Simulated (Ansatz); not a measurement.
The same path of C2H4F2 (8 atoms, charge 0, multiplicity 1) was run 3 times with different band settings. The coordinate that changes most is the dihedral H7–C1–C2–F3.

These are results of RKS PBE0-D4/def2-SVP (Ansatz 0.2.0), not measurements.

Relaxed end points:

```xyz
8
Properties=species:S:1:pos:R:3
C 0.002 0.774 0.024
C -0.047 -0.724 -0.010
F 0.926 -1.241 0.777
F 0.169 -1.170 -1.271
H 0.987 1.111 -0.327
H -0.158 1.137 1.049
H -0.775 1.194 -0.629
H -1.013 -1.139 0.332
```

```xyz
8
Properties=species:S:1:pos:R:3
C 0.002 0.775 0.010
C -0.044 -0.723 -0.055
F 0.041 -1.248 1.191
F 1.006 -1.192 -0.768
H -0.053 1.201 -1.000
H 0.946 1.086 0.481
H -0.838 1.156 0.606
H -0.968 -1.112 -0.521
```

Common settings: spring 5.0 eV/Å²; optimiser quadratic models (default); start path through a guess of the saddle point; force threshold 0.03 eV/Å; end points relaxed.

| run | movable images | climbing image | iteration limit |
| --- | --- | --- | --- |
| 1 | 9 | yes | 53 |
| 2 | 4 | no | 60 |
| 3 | 4 | no | 60 |

What does each run give, and how far can it be trusted?

Run 1: converged after 5 iterations, highest image 0.153 eV above the first end. A vibrational analysis at the climbing image gives one clearly imaginary mode, 248i cm⁻¹: a first-order saddle point.
Run 2: converged after 5 iterations, highest image 0.138 eV above the first end. No image climbed, so the highest image needn't sit at the top of the path.
Run 3: converged after 5 iterations, highest image 0.138 eV above the first end. No image climbed, so the highest image needn't sit at the top of the path.
